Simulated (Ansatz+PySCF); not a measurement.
Values are calculated unless marked as measured or tabulated.
## PySCF 2.14.0 run

```python
from pyscf import gto, scf

mol = gto.M(atom="""
C 0.000000 0.000000 0.000000
C 1.301180 0.000000 0.000000
C -0.650590 1.126850 0.000000
C -0.650590 -1.126850 0.000000
H 1.818420 -0.861360 0.000000
H 1.818420 0.861360 0.000000
H -1.655170 1.144120 0.000000
H -0.163250 2.005480 0.000000
H -1.655170 -1.144120 0.000000
H -0.163250 -2.005480 0.000000
""", basis='def2-svp', charge=0, spin=2)
mf = scf.ROHF(mol)
mf.init_guess = 'minao'
mf.kernel()
while True:  # follow internal instabilities
    mo, _, stable, _ = mf.stability(return_status=True)
    if stable: break
    mf.kernel(mf.make_rdm1(mo, mf.mo_occ))
print(mf.converged, mf.e_tot, mf.spin_square()[0])
```

The script is written out from the run's settings.

Results

```
Converged                       : yes
Total energy                    : -154.68737 hartree
Spin squared of the determinant : 2.000
```

Caution: an unrestricted determinant lies well below.
